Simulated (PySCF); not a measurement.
One of the candidates below gave these computed data.

All candidates are C4H6O.

| technique | computed result |
| --- | --- |
| UV, strongest line | among the 6 lowest singlet transitions: S4 at 7.22 eV (172 nm, f = 0.033) [TDDFT CAM-B3LYP/def2-SVPD] |
| UV, first state | lowest singlet excitation: 6.21 eV (200 nm, f = 0.001) [TDDFT CAM-B3LYP/def2-SVPD] |
| Polarisability | 52.4 au [CAM-B3LYP/def2-SVPD] |
| Rotational structure | rotational constants A, B, C: 12.135, 3.367, 2.861 GHz [PBE0-D3(BJ)/def2-SVP] |
| Dipole | 2.15 D [CAM-B3LYP/def2-SVPD] |

The electronic properties come from PySCF, for the isolated species, density fitting. Levels stand in brackets. One conformer (not necessarily the lowest) at the PBE0-D3(BJ)/def2-SVP geometry, without solvent, vibrations or thermal averaging.

Question: Which candidate is it?
A. `CC(C)=C=O`
B. `C=C=COC`
C. `C#COCC`

Answer: C. It is `C#COCC`. Numbering: `[CH:1]#[C:2][O:3][CH2:4][CH3:5]`. Its formula, C4H6O, gives 2 degrees of unsaturation: 0 rings and 2 π bonds in the structure found. The optimised geometry has point group C1 and is an asymmetric top.

The others, at the same levels:
- `CC(C)=C=O` fails: its computed lowest singlet excitation is 3.39 eV (366 nm, f = 0.000) (against 6.21 eV), rotational constant A is 8.297 GHz (against 12.135 GHz) and smallest rotational constant is 2.732 GHz (against 2.861 GHz).
- `C=C=COC` fails: its computed lowest singlet excitation is 4.69 eV (264 nm, f = 0.001) (against 6.21 eV), static isotropic polarisability is 60.0 au (against 52.4 au) and rotational constant A is 34.719 GHz (against 12.135 GHz).

Each candidate is one conformer, not necessarily the lowest. The conformers computed, where there is a choice (atom-mapped SMILES and torsion angles):
- `[CH:1]#[C:2][O:3][CH2:4][CH3:5]`: C2–O3–C4–C5 69°
- `[CH2:1]=[C:2]=[CH:3][O:4][CH3:5]`: C2–C3–O4–C5 -161°
